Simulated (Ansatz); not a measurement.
A nudged elastic band was laid between two geometries of CH₃MgO (6 atoms, charge 0, multiplicity 2).

These are results of Ansatz, UKS r2SCANh/def2-SVP, not measurements.

```json
{"movable images": "7", "climbing image": "yes", "spring": "5.0 eV/Å²", "optimiser": "quadratic models (default)", "start path": "through a guess of the saddle point", "force threshold": "0.05 eV/Å", "iteration limit": "60", "end points": "relaxed"}
```

Image 0:

```xyz
6
Properties=species:S:1:pos:R:3
O -0.535 -1.279 -1.048
C 0.318 -0.362 -0.500
Mg 0.190 1.071 0.991
H -1.391 -1.216 -0.616
H 1.279 -0.478 -1.032
H 0.140 2.263 2.205
```

Image 8:

```xyz
6
Properties=species:S:1:pos:R:3
O -0.626 -0.656 0.001
C 0.401 0.417 -0.017
Mg 0.420 -0.726 1.773
H -1.193 -0.692 -0.778
H 1.086 0.259 -0.865
H -0.089 1.398 -0.115
```

Problem. What changes between the two ends?

Solution. Bonds broken: Mg3–H6. Bonds formed: O1–Mg3, C2–H6.

Problem. What energy profile does the band end with?

Solution. It converged. The highest image is number 4 of 0 to 8, 1.06 eV above the first end and 2.07 eV above the last; the last end lies 1.00 eV below the first. A vibrational analysis at the climbing image gives one clearly imaginary mode, 541i cm⁻¹: a first-order saddle point.

```csv
image,path coordinate (Å),energy (eV),Mg3–H6 (Å),O1–Mg3 (Å),C2–H6 (Å)
0,0.00,0.00,1.70,3.19,3.77
1,0.53,0.16,1.68,3.19,3.59
2,1.07,0.51,1.69,3.21,3.24
3,1.60,0.88,1.72,3.23,2.81
4,2.13,1.06,1.78,3.26,2.36
5,2.88,0.43,1.92,3.25,1.50
6,3.63,-0.69,2.60,3.22,1.12
7,4.38,-0.81,2.86,2.59,1.10
8,5.12,-1.00,2.89,2.06,1.10
```

Problem. What is the geometry of the highest image?

Solution. 
```xyz
6
Properties=species:S:1:pos:R:3
O -0.555 -1.044 -0.812
C 0.330 -0.315 -0.163
Mg 0.531 0.802 1.646
H -1.229 -1.359 -0.195
H 1.081 0.005 -0.918
H -0.159 1.912 0.441
```

Problem. What are the harmonic wavenumbers there?

Solution. 541i, 200, 365, 411, 590, 964, 1207, 1324, 1399, 1468, 3011, 3805 cm⁻¹.

The run took 6.1 min on 2 threads of Intel(R) Xeon(R) Platinum 8259CL CPU @ 2.50GHz (Skylake/Cascade Lake), on a shared host, peak memory 0.23 GiB.
